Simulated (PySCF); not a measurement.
## Electron affinity of O by level of theory

O⁻ [He] 2s2 2p5 (2P) → O [He] 2s2 2p4 (3P), as a difference of total energies. Calculation: PySCF 2.14, in aug-cc-pwCVDZ (5s4p2d, 27 functions); no relativity, point nucleus. Correlated levels: valence: 1s2 frozen. The calculations carry no spin-orbit coupling.

```json
{"method": "UHF", "electron affinity (eV)": "-0.523"}
{"method": "MP2 (valence)", "electron affinity (eV)": "1.276"}
{"method": "SCS-MP2 (valence)", "electron affinity (eV)": "1.217"}
{"method": "CCSD (valence)", "electron affinity (eV)": "1.085"}
{"method": "CCSD(T) (valence)", "electron affinity (eV)": "1.191"}
{"method": "CCSDT (valence)", "electron affinity (eV)": "1.201"}
```

Errors of the correlated levels include the incompleteness of this basis and the frozen core.

A negative affinity means that the anion lies above the atom at that level of theory.

**Question.** Which method comes closest to the reference value, and which is furthest?

**Answer.** The reference is 1.461 eV (measured; photodetachment measurements, as compiled on the Wikipedia data page of electron affinities). Closest: MP2 (valence) (error -0.185 eV); furthest: UHF (error -1.984 eV).
